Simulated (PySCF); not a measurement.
**TDDFT excited states: B2H5N**

B2H5N.
Atom-mapped SMILES: `[BH2:1][NH:2][BH2:3]` (hydrogens: H4, H5 on B1; H6 on N2; H7, H8 on B3)

Level of theory: PySCF, TDDFT B3LYP/def2-SVPD, vertical, gas phase, core orbitals frozen in the response. Isolated species at its PBE0-D3(BJ)/def2-SVP geometry, gas phase.

List the vertical singlet excitations with oscillator strengths and describe the spectrum.

```tsv
state	E (eV)	λ (nm)	ν̃ (cm⁻¹)	f	symmetry	main configurations (H = HOMO, L = LUMO)
S1	6.01	206.1	48510	0.0015	–	H→L (98%)
S2	6.24	198.8	50290	0.0000	–	H-1→L (97%)
S3	7.19	172.4	58000	0.295	B1 or B2	H-2→L (97%)
S4	7.83	158.3	63170	0.0000	–	H→L+1 (96%)
S5	7.84	158.2	63210	0.032	B1 or B2	H-3→L (90%)
S6	8.12	152.7	65500	0.0000	–	H-1→L+1 (90%), H-3→L (8%)
```

The lowest singlet lies at 6.01 eV (206 nm, ultraviolet) and is very weak; its leading configuration is HOMO→LUMO (98%). The strongest level in the table is S3 at 7.19 eV (172 nm, f = 0.295). S4/S5 lie within about 0.01 eV of each other. Löwdin shares by element: HOMO boron 47%, hydrogen 28% or more (atoms not listed hold the other 25%); LUMO boron 64%, nitrogen 16%, hydrogen 6% or more. The listed states span 2.11 eV, and the widest gap between neighbours is 0.96 eV (S2 to S3). Orbital energies (eV): HOMO-3 -10.78, HOMO-2 -9.48, HOMO-1 -9.22, HOMO -8.98, LUMO -1.62, LUMO+1 0.11, LUMO+2 0.31. The oscillator strengths of these states sum to 0.328; summed over the whole spectrum of an exact calculation they would give the number of electrons, 22 (Thomas–Reiche–Kuhn). Symmetry labels in C2v follow from the direction of the transition dipole and are given only for states with f of 0.002 or more; B1 and B2 swap with the choice of axes. Singlets were solved by full linear response.
